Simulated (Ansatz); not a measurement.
**How far a parabola holds: energy against volume of cubic BN**

We consider cubic BN, described by r²SCAN+rVV10 (Ansatz, an electronic-structure program, PAW). Run with plane-wave cutoff 560 eV, 16×16×16 k mesh, Fermi–Dirac smearing 0.01 eV, scalar-relativistic PAW data made under PBE. The cell has no free parameter but its volume, all volumes share cutoff and mesh, and the runs aren't spin-polarised. Energies are free energies at the run's smearing, counted from the lowest row; static lattice.

| V (Å³/atom) | E (meV/atom) |
|---|---|
| 5.513 | ? |
| 5.630 | 12.37 |
| 5.747 | 3.01 |
| 5.864 | 0.00 |
| 5.982 | 2.77 |
| 6.099 | 10.82 |

The 5 complete rows are fitted with a parabola, E against V. With u = V - 5.86, the rows have u = -0.23000, -0.11300, 0.00400, 0.12200, 0.23900. Least squares gives E = 0.002 - 4.746·u + 211.090·u². Residuals (row less fit): 0.110, -0.224, 0.014, 0.205, -0.105; standard error 0.240 (degrees of freedom: 2). The fitted curve has its minimum at V = 5.87, where E = -0.02. Its curvature is d²E/dV² = 2 × 211.090 meV/Å⁶, so B = V0·d²E/dV² × 0.1602 = 397 GPa.

Task: Estimate the missing E (V = 5.513); what did the run itself give?

Result: u = -0.34700, so E = 0.002 - 4.746 × (-0.34700) + 211.090 × (-0.34700)² = 27.066 meV/atom. The calculation gives 28.70 meV/atom, 1.634 meV/atom above the prediction (5.7 % of the range of E in the table). The row lies outside the fitted rows, so this is an extrapolation. From the scatter of the fitted rows alone, a prediction at this place has a standard error of 0.568 meV/atom, so the miss is 2.9 times that.

The residuals are curvature that a parabola lacks, not noise. A solid that stiffens under compression and softens on expansion lies above the parabola at the compressed end and under it at the expanded end, as this row does. A third-order Birch-Murnaghan fit to the whole scan has B0 = 395 GPa. Only scans are tabulated whose curvature falls smoothly with volume, and where the parabola meets the shown rows within 5 % of their range and misses the end by 0.1 meV or more.

Measured, for comparison: bulk modulus 410 GPa (0 K value with the zero-point phonon effect removed, sources range from 388 to 410; as tabulated in Mejia-Rodriguez and Trickey (2018), arXiv:1807.09216). Computed less measured: bulk modulus -3.7 % (inside the range of the sources held).
